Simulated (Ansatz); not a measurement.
A nudged elastic band was laid between two geometries of C₃H₈N₂ (13 atoms, charge 0, multiplicity 1).

Computed with RKS PBE/6-31G in Ansatz.

| Quantity | Value |
| --- | --- |
| movable images | 5 |
| climbing image | yes |
| spring | 5.0 eV/Å² |
| optimiser | quadratic models (default) |
| start path | IDPP |
| force threshold | 0.05 eV/Å |
| iteration limit | 60 |
| end points | relaxed |

First end point:

```xyz
13
Properties=species:S:1:pos:R:3
N -0.989 0.900 1.405
C -0.688 0.328 0.121
C 0.512 0.896 -0.626
C 0.600 -0.493 -0.007
N 0.591 -1.613 -0.909
H -1.468 0.281 2.061
H -1.396 1.835 1.382
H -1.503 -0.037 -0.525
H 0.448 0.947 -1.716
H 1.062 1.702 -0.136
H 1.179 -0.544 0.930
H 0.223 -2.484 -0.524
H 1.450 -1.752 -1.441
```

Last end point:

```xyz
13
Properties=species:S:1:pos:R:3
N -0.990 0.900 1.406
C -0.688 0.327 0.121
C 0.510 0.895 -0.627
C 0.600 -0.493 -0.007
N 0.591 -1.614 -0.908
H -1.470 0.281 2.060
H -1.396 1.836 1.382
H -1.503 -0.038 -0.525
H 0.445 0.948 -1.716
H 1.062 1.701 -0.138
H 1.180 -0.542 0.929
H 1.450 -1.751 -1.442
H 0.228 -2.485 -0.521
```

Question: Which bonds break or form, and what moves?

Answer: No bond is made or broken. The dihedral C3–C4–N5–H12 goes from -153 to 73°. The two ends are copies of one structure, up to a mirror image or an exchange of like atoms.

Question: What energy profile does the band end with?

Answer: The run converged. The highest image is number 4 of 0 to 6, 0.156 eV above the ends, which have the same energy within 2 meV. A vibrational analysis at the climbing image gives one clearly imaginary mode, 256i cm⁻¹: a first-order saddle point. Limits of this set-up: no polarisation functions.

```tsv
image	path coordinate (Å)	energy (eV)	dihedral C3–C4–N5–H12 (°)
0	0.00	0.000	-153
1	0.62	0.061	-116
2	1.24	0.091	-58
3	1.86	0.121	-29
4	2.47	0.156	-2
5	3.22	0.077	33
6	3.97	0.000	73
```

Question: What is the geometry of the highest image?

Answer: 
```xyz
13
Properties=species:S:1:pos:R:3:forces:R:3
N -0.767 0.923 1.553 0.00 0.00 0.00
C -0.688 0.259 0.278 0.00 0.00 0.00
C 0.257 0.863 -0.768 0.00 0.00 0.00
C 0.614 -0.450 -0.078 0.00 0.00 0.00
N 0.611 -1.715 -0.774 0.00 0.00 0.00
H -0.968 0.311 2.346 0.00 0.00 0.00
H -1.328 1.777 1.568 0.00 0.00 0.00
H -1.588 -0.229 -0.139 0.00 0.00 0.00
H -0.059 0.828 -1.816 0.00 0.00 0.00
H 0.804 1.766 -0.483 0.00 0.00 0.00
H 1.381 -0.380 0.699 0.00 0.00 0.00
H 0.322 -1.689 -1.750 0.00 0.00 0.00
H 1.429 -2.300 -0.620 0.00 0.00 0.00
```

Question: What are the harmonic wavenumbers there?

Answer: 256i, 226, 290, 338, 442, 458, 481, 578, 790, 824, 882, 921, 1015, 1042, 1069, 1103, 1180, 1223, 1240, 1247, 1352, 1422, 1467, 1656, 1662, 2975, 3082, 3124, 3183, 3439, 3491, 3554, 3615 cm⁻¹.

The run took 3.7 min on 1 thread of Arm Neoverse V2 (shared host), peak memory 0.12 GiB.
